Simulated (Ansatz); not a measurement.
SiC, triplet: reading a ladder of total energies

Geometry: that of the SiC⁻, doublet, kept fixed.

```xyz
2

Si    0.0000    0.0000    0.0000
C     0.0000    0.0000    1.6659
```

Basis aug-cc-pVDZ; Ansatz 0.2.0. Only valence electrons are correlated (noble-gas cores frozen), which leaves 8 electrons in 44 orbitals. R marks a restricted (for open shells ROHF) determinant.

Full CI isn't at hand for all of this; RCCSDT(Q) serves as the reference, and is uncertain by about the last step of the cluster series.

Runs differ by some tens of microhartree through their thresholds and, for an open shell, their frozen cores, so steps under 0.03 kcal/mol mean nothing.

```csv
level,total energy (hartree)
RHF,-326.605913
RMP2,-326.773234
RCCSD,-326.805634
RCCSD(T),-326.816410
RCCSDT,-326.818275
RCCSDT(Q),-326.819347
```

Q: What is the correlation energy at RCCSDT(Q), and what share of it do RMP2 and RCCSDT recover?

A: E(corr) = -326.819347 − (-326.605913) = -0.213434 hartree = -5.808 eV. RMP2: -0.167321 / -0.213434 = 78.39 %. RCCSDT: -0.212362 / -0.213434 = 99.50 %.

Q: By how many kcal/mol does RCCSD(T) miss RCCSDT(Q) (1 hartree = 627.509 kcal/mol), and which steps make up the rest?

A: -326.816410 − (-326.819347) = 0.002937 hartree = 1.84 kcal/mol. Steps: RCCSDT − RCCSD(T) = -1.17, RCCSDT(Q) − RCCSDT = -0.67 kcal/mol. Differences between like states or geometries often cancel part of this.
